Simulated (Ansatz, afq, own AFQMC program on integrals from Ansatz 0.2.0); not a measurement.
Integrals from Ansatz 0.2.0, then the random walk in our own AFQMC program (afq).

```yaml
crystal:
  periodic: [false, false, false]
  atoms:
    - {symbol: V, position_ang: [-0.554267, 0.005287, 0.003690]}
    - {symbol: N, position_ang: [1.587433, -0.015141, -0.010568]}
    - {symbol: H, position_ang: [1.975497, -0.957550, -0.008194]}
    - {symbol: H, position_ang: [1.994328, 0.454677, 0.797171]}
    - {symbol: H, position_ang: [1.983423, 0.446091, -0.828609]}
basis:
  gaussian: {orbitals: def2-SVP}
total_charge: 1
magnetization: {spin_polarized: true, initial_magnetization: 4}
correlation: {method: ccsd_t, electrons: outside_noble_gas, hamiltonian_folder: ham}
```

```sh
$ ansatz run in.yaml --threads 1 --pin off --events-out ev --progress --plain --max-ram 24576MiB --backend cuda --devices 0, --max-vram 18GiB
```

afq runs on the folder ham with

```
--method phaseless --trial hf --walkers 4000 --populations 20 --least-time 40 --time-step 0.005 --steps-per-block 20 --equilibration-blocks 160 --max-blocks 4000 --target-error 0.001050 --factor-cut 1e-05 --start spin_pure --seed 8510 --taylor-order 6
```

Times are imaginary, in 1/Eh. The walk had a cap of 66 s. With eight or more populations the least sampling time is a fifth of least-time, and the error comes from their spread.

Output of the walk:

```
orbitals 50  electrons 8 4  factors 436 of 652
reference energy -998.76088008 Eh
CCSD correlation -0.23724451 Eh in 24 cycles, weight of the determinant in the CISD state 0.8684
energy of the start -998.760899 Eh
 block  time / (1/Eh)  mean weight  energy / Eh
     1     0.100  1.0011  -998.828268
     2     0.200  1.0017  -998.876758
     3     0.300  1.0020  -998.907905
     4     0.400  1.0019  -998.931825
     5     0.500  1.0014  -998.946541
     8     0.800  1.0008  -998.976815
    13     1.300  1.0003  -998.987971
    31     3.100  0.9998  -998.995413
    49     4.900  0.9998  -998.996554
    67     6.700  1.0000  -999.000853
    85     8.500  1.0001  -998.994604
   103    10.300  1.0005  -999.003735
   121    12.100  1.0003  -999.001647
   139    13.900  1.0000  -999.006798
   157    15.700  1.0002  -999.003432
   175    17.500  1.0000  -999.000424
   193    19.300  1.0001  -999.004228
   211    21.100  1.0005  -999.000779
   229    22.900  1.0002  -998.997928
   241    24.100  0.9998  -999.009986
   247    24.700  0.9999  -999.005966
error from the spread of 20 populations
energy -999.002451 +/- 0.001012 Eh
(rows thinned)
```

The run passed its tests (sampling time, drift between the halves within three errors, error under three times the target), which doesn't prove that it has relaxed.

Against this walk (error 27.5 meV) on the same determinant: CCSD(T) 18.2 meV lower (within the noise), CCSDT(Q) 42.8 meV lower (within the noise), a separate phaseless walk with a CISD trial and standard settings 38.7 ± 27.7 meV lower (within the noise). The error is statistical and leaves out the bias of the constraint.

Cautions: constraint bias not in the error; no relativity below Rb; outer-core shells of the metal frozen; higher spins were not checked; strong correlation (T1 0.051, weight of the determinant 0.87, largest double 0.04).

The walk took 28 s on 1 × NVIDIA H100 80GB HBM3 with 2 threads of AMD EPYC 7R13 Processor (Zen 3) (shared host) (the card was shared). The log's last line is the phaseless energy.

CCSDT and higher add their correlation energy to the determinant of the CCSD(T) run, since their own runs factorise the integrals more tightly (a shift of under 2 meV). A walk keeps the symmetry of its determinant, which the program's search chose and which needn't be the lowest solution, so a lower state of the same spin and another symmetry isn't excluded.
